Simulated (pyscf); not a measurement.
Optimised with ωB97X-D3(BJ)/def2-SVP in PySCF.

Task: Estimate the classical barrier height and the reaction energy of HO–NbH(Cl)(Cl)–Cl (SMILES [OH][NbH]([Cl])([Cl])[Cl]) -> O=Nb(Cl)(Cl)–Cl (SMILES [O]=[Nb]([Cl])([Cl])[Cl]) + H₂ (SMILES [H][H]) at ωB97M-D3(BJ)/def2-TZVP. The step runs on the singlet surface, breaks H–O, H–Nb and forms H–H; take the reactant's lowest minimum found as zero.

Result: ΔE‡ = 103.1 kJ/mol, ΔE = -66.0 kJ/mol. Zero-point energy shifts the barrier by -10.6 kJ/mol. It is an elimination, with an imaginary mode of 1498i cm⁻¹. At the saddle there is also a short H–Nb contact that neither side keeps. One saddle was located; it need not be the lowest between these sides. Elements past Kr carry the def2 core potentials, without spin-orbit coupling.
